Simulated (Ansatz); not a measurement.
**CF₄ (singlet): wave-function methods side by side, STO-3G**

One table from this session's results is given with a row withheld; the runs are named, their logs left out.

The runs use Ansatz 0.2.0, Gaussian basis; STO-3G, core rule «outside noble gas», up to 5 orbitals frozen.

Plan: UHF; CCSD(T) on RHF; BCCD(T) on RHF; CISD; CCSDT(Q) on RHF; CISDTQ; CCSDTQ on RHF; CASSCF and MRCISD+Q, 8 electrons in 8 orbitals; CASSCF and NEVPT2, 8 electrons in 8 orbitals; Full CI.

13 further runs of the same task are left out: 13 set aside as unsound or not needed.

## What is computed

The geometry is an MP2(full)/6-31G* stationary point (not a proven minimum).

5 atoms, charge 0, spin multiplicity 1.

Atoms are counted from 1 here; the program's logs count them from 0.

Bond lengths: C1–F2 1.329 Å, C1–F3 1.329 Å, C1–F4 1.329 Å, C1–F5 1.329 Å. Angles: F2–C1–F3 109.5°, F2–C1–F4 109.5°, F2–C1–F5 109.5°, F3–C1–F4 109.5°, F3–C1–F5 109.5°, F4–C1–F5 109.5°.

Set-up of the first run:

The input, in.yaml:

```yaml
crystal:
  periodic: [false, false, false]
  atoms:
    - {symbol: C, position_ang: [0.000000, 0.000000, 0.000000]}
    - {symbol: F, position_ang: [0.767436, 0.767436, 0.767436]}
    - {symbol: F, position_ang: [-0.767436, -0.767436, 0.767436]}
    - {symbol: F, position_ang: [-0.767436, 0.767436, -0.767436]}
    - {symbol: F, position_ang: [0.767436, -0.767436, -0.767436]}
basis:
  gaussian: {orbitals: STO-3G}
magnetization: {spin_polarized: true, initial_magnetization: 0}
hamiltonian: {xc: hf}
output: {orbitals: {seedname: orbitals}}
```

Run with:

```sh
ansatz run in.yaml --threads 1 --pin off --events-out ev --progress --plain --max-ram 4096MiB --backend cpu
```

Steps of the session up to this table: UHF; CCSD(T) on RHF; BCCD(T) on RHF; CISD; CCSDT(Q) on RHF; CISDTQ; CCSDTQ on RHF; CASSCF and MRCISD+Q, 8 electrons in 8 orbitals; CASSCF and NEVPT2, 8 electrons in 8 orbitals; Full CI.

One of the session's tables, all rows but one given; the rest of the session is left out.

| method | from FCI (kcal/mol) |
| --- | --- |
| RHF | +89.01 |
| RMP2 | +19.71 |
| CISD | +6.80 |
| RCCSD | +4.08 |
| RCCSD(T) | +0.69 |
| BCCD(T) | +0.63 |
| RCCSDT | 0.00 |
| CISDTQ | +0.22 |
| RCCSDT(Q) | -0.03 |
| RCCSDTQ | -0.02 |
| CASSCF frontier | +36.82 |
| NEVPT2 frontier | ? |
| MRCISD frontier | +2.41 |
| MRCISD+Q frontier | +1.22 |
| FCI | 0 |

**Question.** Estimate the row for NEVPT2 frontier.

As computed: from FCI (kcal/mol): +9.45. In the column «from FCI (kcal/mol)» it lies between CISD (+6.80) and RMP2 (+19.71).
